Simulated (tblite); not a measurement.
Species: C5H5N.
Cartesian coordinates in Å at the GFN2-xTB level; atoms count from 1:
```xyz
11
C5H5N angstrom
C     -2.543   -1.031    0.018
C     -1.829   -0.071   -0.105
C     -0.965    1.043   -0.249
N      0.305    1.058   -0.172
C      1.025   -0.087    0.080
C      2.352   -0.028    0.150
H     -3.186   -1.855    0.124
H     -1.454    1.992   -0.449
H      0.489   -1.028    0.219
H      2.863    0.909    0.010
H      2.949   -0.900    0.346
```

Computed values, GFN2-xTB/tblite, gas phase, harmonic and unscaled. Errors from tens to a few hundred cm⁻¹ against measured bands are possible. One conformer, not necessarily the lowest.

Harmonic wavenumbers (cm⁻¹): 47.7, 117.0, 222.9, 262.4, 414.8, 416.2, 614.6, 630.1, 717.5, 734.3, 858.1, 873.5, 910.8, 990.9, 998.3, 1154.7, 1287.1, 1312.3, 1373.5, 1604.8, 1665.5, 2222.7, 2940.3, 3001.7, 3117.5, 3153.1, 3380.3.

A = 10694, B = 2109, C = 1761 MHz; mass 79.042 u (most abundant isotopes); point group Cs, symmetry number 1.

Task: What is the zero-point energy?

Result: Half the sum of the wavenumbers: 17511 cm⁻¹ = 209.48 kJ/mol.

Task: Entropy at 273.15 K, 1 bar (ideal gas, RRHO, classical rotation)?

Result: Translation 161.54, rotation 109.76, vibration 59.41: S = 330.7 J/(mol K).

Task: And Cp and H(273.15 K) − H(0)?

Result: Cp = 98.10 J/(mol K), of which vibrations give 64.84 (their classical limit is 27 R = 224.5); H(273.15 K) − H(0) = 17.72 kJ/mol without the zero-point energy, 8.63 from vibrations.

Task: What must be added to the electronic energy to get the Gibbs energy at 273.15 K and 1 bar?

Result: ZPE + [H(273.15 K) − H(0)] − T·S = 209.48 + 17.72 − 90.33 = 136.87 kJ/mol.

Task: Blend soft modes into free rotors: weight 1/[1 + (100 cm⁻¹/ν̃)⁴] for the oscillator and the rest for a rotor with moment μB/(μ + B), μ = h/(8π²ν), B = 10⁻⁴⁴ kg m². What vibrational entropy results?

Result: 54.04 J/(mol K) in place of 59.41, which changes −T·S at 273.15 K by +1.47 kJ/mol.

Task: Which modes carry the vibrational entropy at 273.15 K?

Result: 47.7 cm⁻¹: 19.82; 117.0 cm⁻¹: 12.47; 222.9 cm⁻¹: 7.44; 262.4 cm⁻¹: 6.26; 414.8 cm⁻¹: 3.29; 416.2 cm⁻¹: 3.28 J/(mol K); the other 21 give 6.85 together.

Task: How do the functions run with temperature in this model?

Result: 
```
 T (K)  S (J/(mol K))  Cp (J/(mol K))  H − H(0) (kJ/mol)  G − H(0) (kJ/mol)  ln q(vib)
   150          282.0            67.6               7.53             -34.77       1.65
   250          322.3            92.3              15.51             -65.06       3.02
298.15          339.6           104.2              20.25             -80.99       3.69
   400          373.5           126.9              32.05            -117.33       5.12
   600          431.6           159.9              60.97            -198.01       7.91
   900          502.9           191.0             114.01            -338.60      11.85
```

q(vib) and H(0) count from the zero-point level.

Hindered rotation and anharmonicity are outside this model. Other conformers, if any are populated, would add a mixing term that is left out.
